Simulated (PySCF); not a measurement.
Orbital energies and ionisation energy

Species: sulfuryl fluoride, F₂O₂S.
Numbering: `[O:1]=[S:2](=[O:3])([F:4])[F:5]`

Cartesian coordinates in Å at the PBE0-D3(BJ)/def2-TZVP level; atoms count from 1:
```
atom  x, y, z in Å
O1     0.8398   -0.5350   -1.1127
S2     0.1366   -0.0852    0.0164
O3     0.5325   -0.2991    1.3465
F4    -1.3300   -0.5316   -0.1237
F5    -0.1460    1.4169   -0.1645
```

Level: wB97X-D/aug-cc-pVTZ (PySCF). Frontier orbitals with their largest atomic shares (Löwdin; up to four atoms above 4 %):

| orbital | ε (eV) | main atoms |
| --- | --- | --- |
| HOMO−3 | -14.38 | O3 37 %, O1 37 %, S2 16 %, F5 5 % |
| HOMO−2 | -14.10 | O3 28 %, O1 28 %, S2 16 %, F4 14 % |
| HOMO−1 | -12.96 | O1 38 %, O3 38 %, S2 15 %, F4 5 % |
| HOMO | -12.54 | ? |
| LUMO | 1.16 | S2 57 %, O3 11 %, O1 11 %, F4 11 % |
| LUMO+1 | 2.05 | S2 77 %, F5 6 %, F4 6 %, O3 6 % |
| LUMO+2 | 2.10 | S2 79 %, O3 5 %, O1 5 %, F5 5 % |

Question: What vertical ionisation energy does ΔSCF give, and how far is −ε(HOMO) from it?

Answer: ΔSCF: 13.36 eV (1289 kJ/mol; threshold wavelength 92.8 nm); ⟨S²⟩ of the doublet left behind is 0.767, against 0.75 for a pure doublet. −ε(HOMO) is 12.54 eV, 0.82 eV below it. In exact Kohn–Sham theory the two would be equal; wB97X-D (range-separated hybrid) falls short of its own ΔSCF value by 6 %. Holes in the HOMO−1 and HOMO−2 were tried too where these lie within 1.2 eV of the HOMO; the lowest converged state counts.

Question: On which atoms does the HOMO lie?

Answer: O1 (sulfonyl oxygen) 38 %, O3 (sulfonyl oxygen) 38 %, S2 (sulfonyl sulfur) 16 %, so no atom holds as much as 40 %. The HOMO−1 lies 0.42 eV lower.

Question: What total energies stand behind the ΔSCF value?

Answer: E(N) = -748.34215 Eh and E(N − 1) = -747.85110 Eh at the same geometry, 0.49105 Eh apart.

Question: Shift the occupied levels rigidly so that −ε(HOMO) equals the ΔSCF value. What binding energies result?

Answer: The shift is +0.82 eV: HOMO 13.36, HOMO−1 13.78, HOMO−2 14.92, HOMO−3 15.20 eV. A rigid shift is only a rough guide to the deeper ionisations.

Question: With α = 28.0 au, estimate the like-pair dispersion coefficient by London's formula C6 = (3/4)α²I.

Answer: I = 0.4911 Eh, so C6 ≈ 290 au, a rough estimate.

Geometry: PBE0-D3(BJ)/def2-TZVP; no solvent, vibrations or thermal averaging.

The run behind these numbers computed excited states and ΔSCF ions as well. The run took 38 s wall, 95 s CPU on an Intel Xeon Platinum 8259CL at 2.50 GHz with 2 threads, no GPU, shared host with 48 logical CPUs at a one-minute load of 14, and the process peaked at 0.97 GiB of memory.

wB97X-D is run here without its empirical dispersion term; that term would change no orbital, density or response property at a fixed geometry.
